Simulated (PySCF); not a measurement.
Compound: H₂S.
Z-matrix (Å and degrees, PBE0-D3(BJ)/def2-SVP geometry), rows numbered from 1:
```
S 
H   1  1.3492
H   1  1.3491  2   92.13
```

The closed-shell ground state was solved at several levels (PySCF, density fitting, gas phase, non-relativistic).

```json
{"level": "PBE0/def2-TZVPD", "basis functions": "64", "HOMO (eV)": "-7.55", "LUMO (eV)": "0.02", "gap (eV)": "7.57", "dipole (D)": "1.02"}
{"level": "PBE0/6-31+G*", "basis functions": "26", "HOMO (eV)": "-7.50", "LUMO (eV)": "-0.01", "gap (eV)": "7.49", "dipole (D)": "1.51"}
{"level": "PBE/pcSseg-2", "basis functions": "71", "HOMO (eV)": "-6.26", "LUMO (eV)": "-0.56", "gap (eV)": "5.70", "dipole (D)": "1.21"}
{"level": "CAM-B3LYP/def2-SVPD", "basis functions": "43", "HOMO (eV)": "-8.93", "LUMO (eV)": "0.72", "gap (eV)": "9.65", "dipole (D)": "1.06"}
{"level": "PBE0/def2-SVPD", "basis functions": "43", "HOMO (eV)": "-7.57", "LUMO (eV)": "0.07", "gap (eV)": "7.64", "dipole (D)": "1.07"}
{"level": "B3LYP/def2-SVPD", "basis functions": "43", "HOMO (eV)": "-7.32", "LUMO (eV)": "-0.25", "gap (eV)": "7.07", "dipole (D)": "1.01"}
{"level": "HF/def2-SVPD", "basis functions": "43", "HOMO (eV)": "-10.48", "LUMO (eV)": "2.06", "gap (eV)": "12.54", "dipole (D)": "1.13"}
{"level": "PBE0/6-31G", "basis functions": "17", "HOMO (eV)": "-7.53", "LUMO (eV)": "1.04", "gap (eV)": "8.57", "dipole (D)": "1.92"}
{"level": "BHandHLYP/def2-SVPD", "basis functions": "43", "HOMO (eV)": "-8.69", "LUMO (eV)": "0.56", "gap (eV)": "9.25", "dipole (D)": "1.06"}
{"level": "B3LYP/pcSseg-2", "basis functions": "71", "HOMO (eV)": "-7.29", "LUMO (eV)": "0.02", "gap (eV)": "7.31", "dipole (D)": "1.18"}
```

Question: Estimate the row for LDA/pcSseg-2, a basis of 71 functions; the other rows only guide the guess.

Answer: HOMO -6.36 eV, LUMO -0.65 eV, gap 5.71 eV, dipole 1.29 D.

Question: How much does the basis alone move the frontier levels among the 4 PBE0 rows?

Answer: The HOMO by 0.07 eV and the LUMO by 1.05 eV. By rising basis size (HOMO, LUMO in eV): 6-31G -7.53, 1.04; 6-31+G* -7.50, -0.01; def2-SVPD -7.57, 0.07; def2-TZVPD -7.55, 0.02.

Question: In the def2-SVPD basis, how does the gap go with the fixed share of exact exchange?

Answer: B3LYP (20 %) 7.07 eV; PBE0 (25 %) 7.64 eV; BHandHLYP (50 %) 9.25 eV; HF (100 %) 12.54 eV. Each rise in the share widens the gap here.

Question: How far do the dipole and the HOMO energy spread over the levels?

Answer: The dipole runs from 1.01 to 1.92 D (mean 1.22 D) and the HOMO from -10.48 to -6.26 eV.
